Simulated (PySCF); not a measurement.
NMR data simulated for an unnamed compound:

$^{1}$H NMR (400 MHz, computed): δ 3.05 (s, 3H).

$^{13}$C{$^{1}$H} NMR (computed): δ 52.2 (CH3).

[PySCF 2.14: GIAO B97-2/pcSseg-2 shieldings; geometry: PBE0-D3(BJ)/def2-TZVP; equivalent nuclei averaged; one computed conformer; non-relativistic Hamiltonian; gas phase]

Referencing at the same level of theory: TMS for $^{1}$H (σ = 31.64 ppm) and $^{13}$C (σ = 185.38 ppm).

Which of these does the molecule contain: a nitrile, a methoxy group, a non-aromatic C=C double bond, an S-methyl group?

## Answers


- A nitrile: no.
- A methoxy group: no.
- A non-aromatic C=C double bond: no.
- An S-methyl group: yes (δC 52.2; δH 3.05 (s)).

The data belong to SMILES ClS(C)(=O)=O, CH3ClO2S; they needn't prove each group on their own.

Carbon signals by region: 1 at 50–100 ppm.

Shifts are as computed. Against solution values, carbons near 30 ppm lie about +3 ppm off and those near 130 ppm about +7 ppm. Of 1211 compounds with measured shifts, 218 miss one by over three times the rms of a fit or turn the order of signals round; such compounds aren't used in these exercises.
